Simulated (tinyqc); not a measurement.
UHF in the sto-6g basis, for H2O, spin multiplicity 1, step by step (part 1 of 2). Computed by tinyqc, a small Python program that keeps every step (integrals from PySCF). Settings: charge = 0, multiplicity = 1, basis = sto-6g, energy threshold = 1e-09, iteration cap = 64, orthogonalisation = canonical, start = Wolfsberg-Helmholz matrix, DIIS depth = 6, method = UHF, break = 0.7. Command: `OMP_NUM_THREADS=1 python tinyqc.py 24301 24302 out.jsonl` (the two numbers bound the seeds that draw the settings). One thread of a shared host (Intel(R) Xeon(R) Processor @ 2.60GHz), about 0.2 s of CPU time with the checks. Later iterations appear only in the table of the cycle.

## One-electron integrals

Geometry (angstrom):
```
atom,x,y,z
O,0.000000,0.000000,0.000000
H,0.000000,0.987000,0.648000
H,0.000000,-0.987000,0.648000
```

Basis sto-6g: exponents (1/bohr^2) and contraction coefficients of normalised primitives:
```
element,l (shell),exponent,coefficient
O,s (1),1355.584234,0.009164
O,s (1),248.544885,0.049361
O,s (1),69.533902,0.168538
O,s (1),23.886772,0.370563
O,s (1),9.275933,0.416492
O,s (1),3.820341,0.130334
O,s (2),52.187762,-0.013253
O,s (2),10.329320,-0.046992
O,s (2),3.210345,-0.033785
O,s (2),1.235135,0.250242
O,s (2),0.536420,0.595117
O,s (2),0.245881,0.240706
O,p (3),52.187762,0.003760
O,p (3),10.329320,0.037679
O,p (3),3.210345,0.173897
O,p (3),1.235135,0.418036
O,p (3),0.536420,0.425860
O,p (3),0.245881,0.101708
H,s (1),35.523221,0.009164
H,s (1),6.513144,0.049361
H,s (1),1.822143,0.168538
H,s (1),0.625955,0.370563
H,s (1),0.243077,0.416492
H,s (1),0.100112,0.130334
```

Overlap, kinetic and nuclear-attraction integrals over the contracted functions; the nuclear repulsion is the sum of Za Zb / Rab.

nuclear repulsion = 7.43905103 hartree

overlap S:
```
,1O 1s,1O 2s,1O 2px,1O 2py,1O 2pz,2H 1s,3H 1s
1O 1s,1.000000,0.231145,0.000000,0.000000,0.000000,0.033114,0.033114
1O 2s,0.231145,1.000000,0.000000,0.000000,0.000000,0.343322,0.343322
1O 2px,0.000000,0.000000,1.000000,0.000000,0.000000,0.000000,0.000000
1O 2py,0.000000,0.000000,0.000000,1.000000,0.000000,0.258520,-0.258520
1O 2pz,0.000000,0.000000,0.000000,0.000000,1.000000,0.169727,0.169727
2H 1s,0.033114,0.343322,0.000000,0.258520,0.169727,1.000000,0.124988
3H 1s,0.033114,0.343322,0.000000,-0.258520,0.169727,0.124988,1.000000
```

kinetic energy T (hartree):
```
,1O 1s,1O 2s,1O 2px,1O 2py,1O 2pz,2H 1s,3H 1s
1O 1s,29.327197,-0.896024,0.000000,0.000000,0.000000,-0.006466,-0.006466
1O 2s,-0.896024,0.842618,0.000000,0.000000,0.000000,0.045264,0.045264
1O 2px,0.000000,0.000000,2.531309,0.000000,0.000000,0.000000,0.000000
1O 2py,0.000000,0.000000,0.000000,2.531309,0.000000,0.118969,-0.118969
1O 2pz,0.000000,0.000000,0.000000,0.000000,2.531309,0.078108,0.078108
2H 1s,-0.006466,0.045264,0.000000,0.118969,0.078108,0.768522,-0.011363
3H 1s,-0.006466,0.045264,0.000000,-0.118969,0.078108,-0.011363,0.768522
```

nuclear attraction V (hartree):
```
,1O 1s,1O 2s,1O 2px,1O 2py,1O 2pz,2H 1s,3H 1s
1O 1s,-62.154687,-6.358473,0.000000,0.000000,-0.011848,-1.039751,-1.039751
1O 2s,-6.358473,-9.893749,0.000000,0.000000,-0.138561,-2.551590,-2.551590
1O 2px,0.000000,0.000000,-9.843167,0.000000,0.000000,0.000000,0.000000
1O 2py,0.000000,0.000000,0.000000,-9.948367,0.000000,-1.695507,1.695507
1O 2pz,-0.011848,-0.138561,0.000000,0.000000,-9.888512,-1.143878,-1.143878
2H 1s,-1.039751,-2.551590,0.000000,-1.695507,-1.143878,-5.039592,-0.711053
3H 1s,-1.039751,-2.551590,0.000000,1.695507,-1.143878,-0.711053,-5.039592
```

core Hamiltonian H = T + V (hartree):
```
,1O 1s,1O 2s,1O 2px,1O 2py,1O 2pz,2H 1s,3H 1s
1O 1s,-32.827490,-7.254497,0.000000,0.000000,-0.011848,-1.046217,-1.046217
1O 2s,-7.254497,-9.051131,0.000000,0.000000,-0.138561,-2.506326,-2.506326
1O 2px,0.000000,0.000000,-7.311858,0.000000,0.000000,0.000000,0.000000
1O 2py,0.000000,0.000000,0.000000,-7.417058,0.000000,-1.576538,1.576538
1O 2pz,-0.011848,-0.138561,0.000000,0.000000,-7.357203,-1.065770,-1.065770
2H 1s,-1.046217,-2.506326,0.000000,-1.576538,-1.065770,-4.271070,-0.722416
3H 1s,-1.046217,-2.506326,0.000000,1.576538,-1.065770,-0.722416,-4.271070
```

## Two-electron integrals

Functions are numbered as in S; the eight-fold symmetry (ij|kl) = (ji|kl) = (kl|ij) leaves the list below.

Two-electron integrals (ij|kl) in chemists' order, unique and non-zero (hartree):
```
i,j,k,l,(ij|kl)
1,1,1,1,4.787491
2,1,1,1,0.675884
2,1,2,1,0.121505
2,2,1,1,1.117379
2,2,2,1,0.249212
2,2,2,2,0.817383
3,1,3,1,0.025762
3,2,3,1,0.039145
3,2,3,2,0.180664
3,3,1,1,1.117381
3,3,2,1,0.249212
3,3,2,2,0.817382
3,3,3,3,0.880663
4,1,4,1,0.025762
4,2,4,1,0.039145
4,2,4,2,0.180664
4,3,4,3,0.047461
4,4,1,1,1.117381
4,4,2,1,0.249212
4,4,2,2,0.817382
4,4,3,3,0.785741
4,4,4,4,0.880663
5,1,5,1,0.025762
5,2,5,1,0.039145
5,2,5,2,0.180664
5,3,5,3,0.047461
5,4,5,4,0.047461
5,5,1,1,1.117381
5,5,2,1,0.249212
5,5,2,2,0.817382
5,5,3,3,0.785741
5,5,4,4,0.785741
5,5,5,5,0.880663
6,1,1,1,0.102974
6,1,2,1,0.017758
6,1,2,2,0.035672
6,1,3,3,0.035597
6,1,4,1,0.000729
6,1,4,2,0.001430
6,1,4,4,0.035755
6,1,5,1,0.000478
6,1,5,2,0.000939
6,1,5,4,0.000104
6,1,5,5,0.035665
6,1,6,1,0.002645
6,2,1,1,0.270767
6,2,2,1,0.061335
6,2,2,2,0.225353
6,2,3,3,0.221488
6,2,4,1,0.004125
6,2,4,2,0.031485
6,2,4,4,0.229590
6,2,5,1,0.002708
6,2,5,2,0.020671
6,2,5,4,0.005319
6,2,5,5,0.224980
6,2,6,1,0.009030
6,2,6,2,0.080154
6,3,3,1,0.006539
6,3,3,2,0.037706
6,3,4,3,0.006375
6,3,5,3,0.004185
6,3,6,3,0.010815
6,4,1,1,0.171689
6,4,2,1,0.039415
6,4,2,2,0.154365
6,4,3,3,0.147613
6,4,4,1,0.008803
6,4,4,2,0.057623
6,4,4,4,0.165607
6,4,5,1,0.001486
6,4,5,2,0.013076
6,4,5,4,0.007629
6,4,5,5,0.149874
6,4,6,1,0.006043
6,4,6,2,0.066712
6,4,6,4,0.065627
6,5,1,1,0.112720
6,5,2,1,0.025877
6,5,2,2,0.101346
6,5,3,3,0.096913
6,5,4,1,0.001486
6,5,4,2,0.013076
6,5,4,4,0.100357
6,5,5,1,0.007515
6,5,5,2,0.046291
6,5,5,4,0.008635
6,5,5,5,0.106768
6,5,6,1,0.003968
6,5,6,2,0.043799
6,5,6,4,0.035986
6,5,6,5,0.034441
6,6,1,1,0.441250
6,6,2,1,0.101799
6,6,2,2,0.429624
6,6,3,3,0.413460
6,6,4,1,0.008137
6,6,4,2,0.086870
6,6,4,4,0.447344
6,6,5,1,0.005342
6,6,5,2,0.057033
6,6,5,4,0.022246
6,6,5,5,0.428065
6,6,6,1,0.015100
6,6,6,2,0.201857
6,6,6,4,0.191253
6,6,6,5,0.125565
6,6,6,6,0.774999
7,1,1,1,0.102974
7,1,2,1,0.017758
7,1,2,2,0.035672
7,1,3,3,0.035597
7,1,4,1,-0.000729
7,1,4,2,-0.001430
7,1,4,4,0.035755
7,1,5,1,0.000478
7,1,5,2,0.000939
7,1,5,4,-0.000104
7,1,5,5,0.035665
7,1,6,1,0.002600
7,1,6,2,0.008687
7,1,6,4,0.005344
7,1,6,5,0.003822
7,1,6,6,0.014383
7,1,7,1,0.002645
7,2,1,1,0.270767
7,2,2,1,0.061335
7,2,2,2,0.225353
7,2,3,3,0.221488
7,2,4,1,-0.004125
7,2,4,2,-0.031485
7,2,4,4,0.229590
7,2,5,1,0.002708
7,2,5,2,0.020671
7,2,5,4,-0.005319
7,2,5,5,0.224980
7,2,6,1,0.008687
7,2,6,2,0.061724
7,2,6,4,0.036132
7,2,6,5,0.032737
7,2,6,6,0.122711
7,2,7,1,0.009030
7,2,7,2,0.080154
7,3,3,1,0.006539
7,3,3,2,0.037706
7,3,4,3,-0.006375
7,3,5,3,0.004185
7,3,6,3,0.007956
7,3,7,3,0.010815
7,4,1,1,-0.171689
7,4,2,1,-0.039415
7,4,2,2,-0.154365
7,4,3,3,-0.147613
7,4,4,1,0.008803
7,4,4,2,0.057623
7,4,4,4,-0.165607
7,4,5,1,-0.001486
7,4,5,2,-0.013076
7,4,5,4,0.007629
7,4,5,5,-0.149874
7,4,6,1,-0.005344
7,4,6,2,-0.036132
7,4,6,4,-0.013852
7,4,6,5,-0.018809
7,4,6,6,-0.066956
7,4,7,1,-0.006043
7,4,7,2,-0.066712
7,4,7,4,0.065627
7,5,1,1,0.112720
7,5,2,1,0.025877
7,5,2,2,0.101346
7,5,3,3,0.096913
7,5,4,1,-0.001486
7,5,4,2,-0.013076
7,5,4,4,0.100357
7,5,5,1,0.007515
7,5,5,2,0.046291
7,5,5,4,-0.008635
7,5,5,5,0.106768
7,5,6,1,0.003822
7,5,6,2,0.032737
7,5,6,4,0.018809
7,5,6,5,0.025010
7,5,6,6,0.070422
7,5,7,1,0.003968
7,5,7,2,0.043799
7,5,7,4,-0.035986
7,5,7,5,0.034441
7,6,1,1,0.071542
7,6,2,1,0.016363
7,6,2,2,0.064986
7,6,3,3,0.063618
7,6,4,4,0.065004
7,6,5,1,0.001150
7,6,5,2,0.010366
7,6,5,5,0.066335
7,6,6,1,0.002375
7,6,6,2,0.022506
7,6,6,4,0.016386
7,6,6,5,0.013858
7,6,6,6,0.058531
7,6,7,1,0.002375
7,6,7,2,0.022506
7,6,7,4,-0.016386
7,6,7,5,0.013858
7,6,7,6,0.007978
7,7,1,1,0.441250
7,7,2,1,0.101799
7,7,2,2,0.429624
7,7,3,3,0.413460
7,7,4,1,-0.008137
7,7,4,2,-0.086870
7,7,4,4,0.447344
7,7,5,1,0.005342
7,7,5,2,0.057033
7,7,5,4,-0.022246
7,7,5,5,0.428065
7,7,6,1,0.014383
7,7,6,2,0.122711
7,7,6,4,0.066956
7,7,6,5,0.070422
7,7,6,6,0.267047
7,7,7,1,0.015100
7,7,7,2,0.201857
7,7,7,4,-0.191253
7,7,7,5,0.125565
7,7,7,6,0.058531
7,7,7,7,0.774999
```

## Orthogonalisation

S = U s U^T; canonical form X = U s^(-1/2), so that X^T S X = 1. Each column of U has its largest component positive (the first on a tie).

eigenvalues of S: 0.484696  0.566601  0.896667  1.000000  1.088202  1.308411  1.655423

X:
```
,1,2,3,4,5,6,7
1O 1s,-0.365572,0.000000,0.720587,0.000000,-0.605520,0.000000,0.206570
1O 2s,0.993316,0.000000,-0.264021,0.000000,-0.279186,0.000000,0.475593
1O 2px,0.000000,0.000000,0.000000,1.000000,0.000000,0.000000,0.000000
1O 2py,0.000000,0.856604,0.000000,0.000000,0.000000,0.668229,0.000000
1O 2pz,0.409996,0.000000,0.666335,0.000000,0.646465,0.000000,0.199103
2H 1s,-0.622388,-0.718032,-0.202838,0.000000,0.167974,0.398595,0.384430
3H 1s,-0.622388,0.718032,-0.202838,0.000000,0.167974,-0.398595,0.384430
```

## Starting guess

The start is the generalised Wolfsberg-Helmholz matrix (K = 1.75) built on H, with HOMO and LUMO mixed by +/-0.7 rad for the two spins; D(s) = C_occ C_occ^T for each spin.

D(alpha) at the start:
```
,1O 1s,1O 2s,1O 2px,1O 2py,1O 2pz,2H 1s,3H 1s
1O 1s,1.035827,-0.153379,0.000000,0.000000,0.037177,-0.061360,-0.061360
1O 2s,-0.153379,0.693167,0.000000,0.000000,-0.142253,0.176869,0.176869
1O 2px,0.000000,0.000000,0.584984,-0.308529,0.000000,0.395528,-0.395528
1O 2py,0.000000,0.000000,-0.308529,0.950935,0.000000,-0.054675,0.054675
1O 2pz,0.037177,-0.142253,0.000000,0.000000,0.945550,0.055959,0.055959
2H 1s,-0.061360,0.176869,0.395528,-0.054675,0.055959,0.352429,-0.242556
3H 1s,-0.061360,0.176869,-0.395528,0.054675,0.055959,-0.242556,0.352429
```

D(beta) at the start:
```
,1O 1s,1O 2s,1O 2px,1O 2py,1O 2pz,2H 1s,3H 1s
1O 1s,1.035827,-0.153379,0.000000,0.000000,0.037177,-0.061360,-0.061360
1O 2s,-0.153379,0.693167,0.000000,0.000000,-0.142253,0.176869,0.176869
1O 2px,0.000000,0.000000,0.584984,0.308529,0.000000,-0.395528,0.395528
1O 2py,0.000000,0.000000,0.308529,0.950935,0.000000,-0.054675,0.054675
1O 2pz,0.037177,-0.142253,0.000000,0.000000,0.945550,0.055959,0.055959
2H 1s,-0.061360,0.176869,-0.395528,-0.054675,0.055959,0.352429,-0.242556
3H 1s,-0.061360,0.176869,0.395528,0.054675,0.055959,-0.242556,0.352429
```

## Iteration 1: building the Fock matrix

J_ij = sum D_kl (ij|kl) with D = D(alpha) + D(beta), K_ij = sum D_kl (ik|jl) for each spin; F = H + J - K(s); E = tr D H + tr D J / 2 - 0.5 sum_s tr D(s) K(s) + E_nn.

Coulomb J (hartree):
```
,1O 1s,1O 2s,1O 2px,1O 2py,1O 2pz,2H 1s,3H 1s
1O 1s,17.458473,3.108015,0.000000,0.000000,-0.005717,0.457496,0.457496
1O 2s,3.108015,8.173508,0.000000,0.000000,0.017155,2.243212,2.243212
1O 2px,0.000000,0.000000,8.101611,0.000000,0.000000,0.000000,0.000000
1O 2py,0.000000,0.000000,0.000000,8.222564,0.000000,1.540322,-1.540322
1O 2pz,-0.005717,0.017155,0.000000,0.000000,8.196346,1.017331,1.017331
2H 1s,0.457496,2.243212,0.000000,1.540322,1.017331,4.447137,0.650529
3H 1s,0.457496,2.243212,0.000000,-1.540322,1.017331,0.650529,4.447137
```

exchange K(alpha) (hartree):
```
,1O 1s,1O 2s,1O 2px,1O 2py,1O 2pz,2H 1s,3H 1s
1O 1s,4.887667,0.780820,0.000000,0.000000,0.002675,0.119025,0.119025
1O 2s,0.780820,1.232978,0.000000,0.000000,-0.048261,0.413704,0.413704
1O 2px,0.000000,0.000000,0.773468,-0.135254,0.000000,0.091994,-0.091994
1O 2py,0.000000,0.000000,-0.135254,1.107075,0.000000,0.259626,-0.259626
1O 2pz,0.002675,-0.048261,0.000000,0.000000,1.110574,0.170050,0.170050
2H 1s,0.119025,0.413704,0.091994,0.259626,0.170050,0.465916,0.087735
3H 1s,0.119025,0.413704,-0.091994,-0.259626,0.170050,0.087735,0.465916
```

exchange K(beta) (hartree):
```
,1O 1s,1O 2s,1O 2px,1O 2py,1O 2pz,2H 1s,3H 1s
1O 1s,4.887667,0.780820,0.000000,0.000000,0.002675,0.119025,0.119025
1O 2s,0.780820,1.232978,0.000000,0.000000,-0.048261,0.413704,0.413704
1O 2px,0.000000,0.000000,0.773468,0.135254,0.000000,-0.091994,0.091994
1O 2py,0.000000,0.000000,0.135254,1.107075,0.000000,0.259626,-0.259626
1O 2pz,0.002675,-0.048261,0.000000,0.000000,1.110574,0.170050,0.170050
2H 1s,0.119025,0.413704,-0.091994,0.259626,0.170050,0.465916,0.087735
3H 1s,0.119025,0.413704,0.091994,-0.259626,0.170050,0.087735,0.465916
```

F(alpha) (hartree):
```
,1O 1s,1O 2s,1O 2px,1O 2py,1O 2pz,2H 1s,3H 1s
1O 1s,-20.256684,-4.927302,0.000000,0.000000,-0.020239,-0.707747,-0.707747
1O 2s,-4.927302,-2.110600,0.000000,0.000000,-0.073144,-0.676818,-0.676818
1O 2px,0.000000,0.000000,0.016285,0.135254,0.000000,-0.091994,0.091994
1O 2py,0.000000,0.000000,0.135254,-0.301569,0.000000,-0.295842,0.295842
1O 2pz,-0.020239,-0.073144,0.000000,0.000000,-0.271431,-0.218489,-0.218489
2H 1s,-0.707747,-0.676818,-0.091994,-0.295842,-0.218489,-0.289849,-0.159622
3H 1s,-0.707747,-0.676818,0.091994,0.295842,-0.218489,-0.159622,-0.289849
```

F(beta) (hartree):
```
,1O 1s,1O 2s,1O 2px,1O 2py,1O 2pz,2H 1s,3H 1s
1O 1s,-20.256684,-4.927302,0.000000,0.000000,-0.020239,-0.707747,-0.707747
1O 2s,-4.927302,-2.110600,0.000000,0.000000,-0.073144,-0.676818,-0.676818
1O 2px,0.000000,0.000000,0.016285,-0.135254,0.000000,0.091994,-0.091994
1O 2py,0.000000,0.000000,-0.135254,-0.301569,0.000000,-0.295842,0.295842
1O 2pz,-0.020239,-0.073144,0.000000,0.000000,-0.271431,-0.218489,-0.218489
2H 1s,-0.707747,-0.676818,0.091994,-0.295842,-0.218489,-0.289849,-0.159622
3H 1s,-0.707747,-0.676818,-0.091994,0.295842,-0.218489,-0.159622,-0.289849
```

total energy of this density = -75.02553128 hartree

## Iteration 1: diagonalisation and new density

Diagonalise F' = X^T F X, C = X C', fill 5 alpha and 5 beta electrons from the bottom; D(s) = C_occ C_occ^T. Each column has its largest component positive (the first on a tie).

F' = X^T F X (alpha) (hartree):
```
,1,2,3,4,5,6,7
1,-0.405915,0.000000,2.455817,0.000000,-2.206618,0.000000,0.792210
2,0.000000,0.372289,0.000000,0.247968,0.000000,-0.016205,0.000000
3,2.455817,0.000000,-8.554758,0.000000,8.471680,0.000000,-4.320164
4,0.000000,0.247968,0.000000,0.016285,0.000000,0.017044,0.000000
5,-2.206618,0.000000,8.471680,0.000000,-9.034223,0.000000,4.599779
6,0.000000,-0.016205,0.000000,0.017044,0.000000,-0.491234,0.000000
7,0.792210,0.000000,-4.320164,0.000000,4.599779,0.000000,-3.255732
```

orbital energies (alpha) (hartree): MO1 -20.260302, MO2 -1.039956, MO3 -0.492612, MO4 -0.322291, MO5 -0.109622, MO6 0.371920, MO7 0.499574

coefficients C (alpha):
```
,MO1,MO2,MO3,MO4,MO5,MO6,MO7
1O 1s,0.996524,-0.222375,0.000000,0.075710,0.000000,0.118200,0.000000
1O 2s,0.015497,0.859805,0.000000,-0.375916,0.000000,-0.692604,0.000000
1O 2px,0.000000,0.000000,-0.049456,0.000000,0.888448,0.000000,0.456305
1O 2py,0.000000,0.000000,0.695217,0.000000,-0.350467,0.000000,0.757725
1O 2pz,0.002034,0.095572,0.000000,0.863997,0.000000,-0.560383,0.000000
2H 1s,-0.003004,0.179372,0.374281,0.213409,0.350347,0.725800,-0.641575
3H 1s,-0.003004,0.179372,-0.374281,0.213409,-0.350347,0.725800,0.641575
```

F' = X^T F X (beta) (hartree):
```
,1,2,3,4,5,6,7
1,-0.405915,0.000000,2.455817,0.000000,-2.206618,0.000000,0.792210
2,0.000000,0.372289,0.000000,-0.247968,0.000000,-0.016205,0.000000
3,2.455817,0.000000,-8.554758,0.000000,8.471680,0.000000,-4.320164
4,0.000000,-0.247968,0.000000,0.016285,0.000000,-0.017044,0.000000
5,-2.206618,0.000000,8.471680,0.000000,-9.034223,0.000000,4.599779
6,0.000000,-0.016205,0.000000,-0.017044,0.000000,-0.491234,0.000000
7,0.792210,0.000000,-4.320164,0.000000,4.599779,0.000000,-3.255732
```

orbital energies (beta) (hartree): MO1 -20.260302, MO2 -1.039956, MO3 -0.492612, MO4 -0.322291, MO5 -0.109622, MO6 0.371920, MO7 0.499574

coefficients C (beta):
```
,MO1,MO2,MO3,MO4,MO5,MO6,MO7
1O 1s,0.996524,-0.222375,0.000000,0.075710,0.000000,0.118200,0.000000
1O 2s,0.015497,0.859805,0.000000,-0.375916,0.000000,-0.692604,0.000000
1O 2px,0.000000,0.000000,0.049456,0.000000,0.888448,0.000000,-0.456305
1O 2py,0.000000,0.000000,0.695217,0.000000,0.350467,0.000000,0.757725
1O 2pz,0.002034,0.095572,0.000000,0.863997,0.000000,-0.560383,0.000000
2H 1s,-0.003004,0.179372,0.374281,0.213409,-0.350347,0.725800,-0.641575
3H 1s,-0.003004,0.179372,-0.374281,0.213409,0.350347,0.725800,0.641575
```

D(alpha) after iteration 1:
```
,1O 1s,1O 2s,1O 2px,1O 2py,1O 2pz,2H 1s,3H 1s
1O 1s,1.048243,-0.204216,0.000000,0.000000,0.046187,-0.026724,-0.026724
1O 2s,-0.204216,0.880817,0.000000,0.000000,-0.242586,0.073954,0.073954
1O 2px,0.000000,0.000000,0.791785,-0.345754,0.000000,0.292754,-0.292754
1O 2py,0.000000,0.000000,-0.345754,0.606153,0.000000,0.137421,-0.137421
1O 2pz,0.046187,-0.242586,0.000000,0.000000,0.755629,0.201521,0.201521
2H 1s,-0.026724,0.073954,0.292754,0.137421,0.201521,0.340555,-0.185102
3H 1s,-0.026724,0.073954,-0.292754,-0.137421,0.201521,-0.185102,0.340555
```

D(beta) after iteration 1:
```
,1O 1s,1O 2s,1O 2px,1O 2py,1O 2pz,2H 1s,3H 1s
1O 1s,1.048243,-0.204216,0.000000,0.000000,0.046187,-0.026724,-0.026724
1O 2s,-0.204216,0.880817,0.000000,0.000000,-0.242586,0.073954,0.073954
1O 2px,0.000000,0.000000,0.791785,0.345754,0.000000,-0.292754,0.292754
1O 2py,0.000000,0.000000,0.345754,0.606153,0.000000,0.137421,-0.137421
1O 2pz,0.046187,-0.242586,0.000000,0.000000,0.755629,0.201521,0.201521
2H 1s,-0.026724,0.073954,-0.292754,0.137421,0.201521,0.340555,-0.185102
3H 1s,-0.026724,0.073954,0.292754,-0.137421,0.201521,-0.185102,0.340555
```

## Iteration 2: building the Fock matrix

As before.

Coulomb J (hartree):
```
,1O 1s,1O 2s,1O 2px,1O 2py,1O 2pz,2H 1s,3H 1s
1O 1s,17.322691,3.074240,0.000000,0.000000,-0.011550,0.452555,0.452555
1O 2s,3.074240,8.095417,0.000000,0.000000,0.002975,2.226774,2.226774
1O 2px,0.000000,0.000000,8.071608,0.000000,0.000000,0.000000,0.000000
1O 2py,0.000000,0.000000,0.000000,8.111591,0.000000,1.529086,-1.529086
1O 2pz,-0.011550,0.002975,0.000000,0.000000,8.103052,1.009744,1.009744
2H 1s,0.452555,2.226774,0.000000,1.529086,1.009744,4.447569,0.648041
3H 1s,0.452555,2.226774,0.000000,-1.529086,1.009744,0.648041,4.447569
```

exchange K(alpha) (hartree):
```
,1O 1s,1O 2s,1O 2px,1O 2py,1O 2pz,2H 1s,3H 1s
1O 1s,4.900777,0.764160,0.000000,0.000000,-0.000109,0.120678,0.120678
1O 2s,0.764160,1.260435,0.000000,0.000000,-0.080172,0.406813,0.406813
1O 2px,0.000000,0.000000,0.953830,-0.197922,0.000000,0.050013,-0.050013
1O 2py,0.000000,0.000000,-0.197922,0.940521,0.000000,0.283699,-0.283699
1O 2pz,-0.000109,-0.080172,0.000000,0.000000,1.019851,0.201940,0.201940
2H 1s,0.120678,0.406813,0.050013,0.283699,0.201940,0.504653,0.084427
3H 1s,0.120678,0.406813,-0.050013,-0.283699,0.201940,0.084427,0.504653
```

exchange K(beta) (hartree):
```
,1O 1s,1O 2s,1O 2px,1O 2py,1O 2pz,2H 1s,3H 1s
1O 1s,4.900777,0.764160,0.000000,0.000000,-0.000109,0.120678,0.120678
1O 2s,0.764160,1.260435,0.000000,0.000000,-0.080172,0.406813,0.406813
1O 2px,0.000000,0.000000,0.953830,0.197922,0.000000,-0.050013,0.050013
1O 2py,0.000000,0.000000,0.197922,0.940521,0.000000,0.283699,-0.283699
1O 2pz,-0.000109,-0.080172,0.000000,0.000000,1.019851,0.201940,0.201940
2H 1s,0.120678,0.406813,-0.050013,0.283699,0.201940,0.504653,0.084427
3H 1s,0.120678,0.406813,0.050013,-0.283699,0.201940,0.084427,0.504653
```

F(alpha) (hartree):
```
,1O 1s,1O 2s,1O 2px,1O 2py,1O 2pz,2H 1s,3H 1s
1O 1s,-20.405575,-4.944417,0.000000,0.000000,-0.023289,-0.714340,-0.714340
1O 2s,-4.944417,-2.216149,0.000000,0.000000,-0.055414,-0.686365,-0.686365
1O 2px,0.000000,0.000000,-0.194081,0.197922,0.000000,-0.050013,0.050013
1O 2py,0.000000,0.000000,0.197922,-0.245988,0.000000,-0.331150,0.331150
1O 2pz,-0.023289,-0.055414,0.000000,0.000000,-0.274003,-0.257966,-0.257966
2H 1s,-0.714340,-0.686365,-0.050013,-0.331150,-0.257966,-0.328154,-0.158802
3H 1s,-0.714340,-0.686365,0.050013,0.331150,-0.257966,-0.158802,-0.328154
```

F(beta) (hartree):
```
,1O 1s,1O 2s,1O 2px,1O 2py,1O 2pz,2H 1s,3H 1s
1O 1s,-20.405575,-4.944417,0.000000,0.000000,-0.023289,-0.714340,-0.714340
1O 2s,-4.944417,-2.216149,0.000000,0.000000,-0.055414,-0.686365,-0.686365
1O 2px,0.000000,0.000000,-0.194081,-0.197922,0.000000,0.050013,-0.050013
1O 2py,0.000000,0.000000,-0.197922,-0.245988,0.000000,-0.331150,0.331150
1O 2pz,-0.023289,-0.055414,0.000000,0.000000,-0.274003,-0.257966,-0.257966
2H 1s,-0.714340,-0.686365,0.050013,-0.331150,-0.257966,-0.328154,-0.158802
3H 1s,-0.714340,-0.686365,-0.050013,0.331150,-0.257966,-0.158802,-0.328154
```

total energy of this density = -75.44140018 hartree
